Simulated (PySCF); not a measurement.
# LiAl at other levels of theory

What do other methods print for LiAl?

Method: each script names its method and basis; program: PySCF 2.14.0.

1 further run of the same task is left out (it didn't finish).

## Step 1: Where the work starts

LiAl: 2 atoms, charge 0, spin multiplicity 1.

Bond lengths: Li1–Al2 2.480 Å.

## Step 2: The run that the others are compared with

input.py reads:

```python
from pyscf import gto, dft

mol = gto.M(
    atom='Li 0 0 0; Al 0 0 2.48',
    basis='def2-svpd',
    charge=0,
    spin=0,
    verbose=4,
)
mf = dft.RKS(mol, xc='b3lyp5')
mf.kernel()
mf.stability(internal=True, external=True)
mf.dip_moment()
print('orbital energies (hartree):', mf.mo_energy[..., max(0, mol.nelec[1]-3):mol.nelec[0]+3].round(4))
```

Launch:

```sh
$ python input.py
```

## Step 3: Slater,

Run 1 changes functional: b3lyp5 → slater,.

input.py: that of step 2 with these lines changed.

```diff
@@ -9,3 +9,3 @@
 )
-mf = dft.RKS(mol, xc='b3lyp5')
+mf = dft.RKS(mol, xc='slater,')
 mf.kernel()
```

## Step 4: Tpss

Run 2 changes functional: b3lyp5 → tpss.

input.py: that of step 2 with these lines changed.

```diff
@@ -9,3 +9,3 @@
 )
-mf = dft.RKS(mol, xc='b3lyp5')
+mf = dft.RKS(mol, xc='tpss')
 mf.kernel()
```

## Step 5: Pw91

Run 3 changes functional: b3lyp5 → pw91.

input.py: that of step 2 with these lines changed.

```diff
@@ -9,3 +9,3 @@
 )
-mf = dft.RKS(mol, xc='b3lyp5')
+mf = dft.RKS(mol, xc='pw91')
 mf.kernel()
```

## Step 6: SCF alone

Run 4 changes step after the SCF: stability → none.

input.py: that of step 2 with these lines changed.

```diff
@@ -11,3 +11,2 @@
 mf.kernel()
-mf.stability(internal=True, external=True)
 mf.dip_moment()
```

## Step 7: UKS

Run 5 changes SCF type: RKS → UKS.

input.py reads:

```python
from pyscf import gto, dft

mol = gto.M(
    atom='Li 0 0 0; Al 0 0 2.48',
    basis='def2-svpd',
    charge=0,
    spin=0,
    verbose=4,
)
mf = dft.UKS(mol, xc='b3lyp5')
mf.kernel()
mf.stability(internal=True, external=True)
mf.dip_moment()
print('orbital energies (hartree):', [e[max(0, n-3):n+3].round(4) for e, n in zip(mf.mo_energy, mol.nelec)])
```

Q: Predict the outcome of this session. Wanted: for each run, E(SCF); from base; gap; SCF dipole; after the SCF.

As calculated:

```
                  run  E(SCF) (hartree)  from base (eV)  cycles  gap (eV)  SCF dipole (D)                           after the SCF
                 base       -249.752938               0       7      1.43            3.25            unstable: RHF/RKS -> UHF/UKS
slater, (poor choice)       -247.453436  not comparable      10      0.18            2.22            unstable: RHF/RKS -> UHF/UKS
                 tpss       -249.804096  not comparable       9      0.51            3.33            unstable: RHF/RKS -> UHF/UKS
                 pw91       -249.752714  not comparable       9      0.33            2.91            unstable: RHF/RKS -> UHF/UKS
            SCF alone       -249.752938          0.0000       7      1.43            3.25                                     n/a
                  UKS       -249.752938          0.0000      10      1.43            3.25  unstable: internal, UHF/UKS -> GHF/GKS
```

**Reading.** The SCF energy stays the same, to the digits that matter, with UKS. The gap between the frontier levels is 0.3 eV with pw91 (0 % exact exchange) and 1.4 eV with b3lyp5 (20 %): exact exchange opens it. A lower total energy from another functional means nothing by itself. The base needs 7 cycles and the run with UKS needs 10. Rows marked «poor choice» come from settings spoiled on purpose.
